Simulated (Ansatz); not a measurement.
Relaxation of BH$_{4}$ (5 atoms, charge -1, multiplicity 1), to a largest force component of 0.02 eV/Å in at most 40 steps.

Level of theory: RKS BLYP/def2-SVP in Ansatz 0.2.0.

```xyz
5
Properties=species:S:1:pos:R:3:forces:R:3
B 0.000 0.000 0.000 -0.02 -0.01 0.00
H 0.684 0.997 0.218 0.33 0.47 0.10
H 0.726 -0.988 -0.067 0.34 -0.46 -0.03
H -0.600 0.140 -1.063 -0.28 0.06 -0.49
H -0.810 -0.148 0.913 -0.37 -0.07 0.42
```

**Question.** Where does it end, and by what steps?

**Answer.** The run converged. Limits of this set-up: an anion without diffuse functions, the dipole of an ion depends on the origin. After 2 steps the energy has fallen by 0.034 eV; H2 moved furthest, 0.03 Å.

```tsv
step	energy less start (eV)	largest force component (eV/Å)	accepted
0	0.0000	0.489	yes
1	-0.0294	0.168	yes
2	-0.0335	0.006	yes
```

```xyz
5
Properties=species:S:1:pos:R:3
B 0.000 0.000 0.000
H 0.701 1.021 0.223
H 0.744 -1.012 -0.069
H -0.615 0.143 -1.088
H -0.829 -0.152 0.934
```

Time of the run: 1.1 s on 1 thread of Arm Neoverse V2, with other jobs on the host, peak memory 0.08 GiB.
